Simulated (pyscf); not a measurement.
`[SiH3][SiH3]` + `[CH3]` [doublet] → `[SiH2][SiH3]` [doublet] + `[CH4]`, a hydrogen abstraction (doublet surface; H–Si broken, C–H formed). Structures and frequencies: ωB97X-D3(BJ)/def2-SVP in PySCF. Energies in eV from the separated reactants.

Small-basis levels: PySCF, no dispersion term, spherical d functions. Open shells are spin-unrestricted. 

**Question.** In single points B3LYP/6-31G* puts the saddle at 0.20 eV and the reaction energy at -0.92 eV. Should these be trusted to within a few kcal/mol? Compare with ωB97M-D3(BJ)/def2-TZVP.

**Answer.** ωB97M-D3(BJ)/def2-TZVP gives ΔE‡ = 0.29 eV and ΔE = -0.81 eV. B3LYP/6-31G* lies 0.09 eV under it in the barrier and 0.10 eV under it in the reaction energy, so on this step it holds to within 0.13 eV. ωB97M-D3(BJ)/def2-TZVP has limits of its own. One saddle was located; it need not be the lowest between these sides. The angle at the transferred H is 179°.
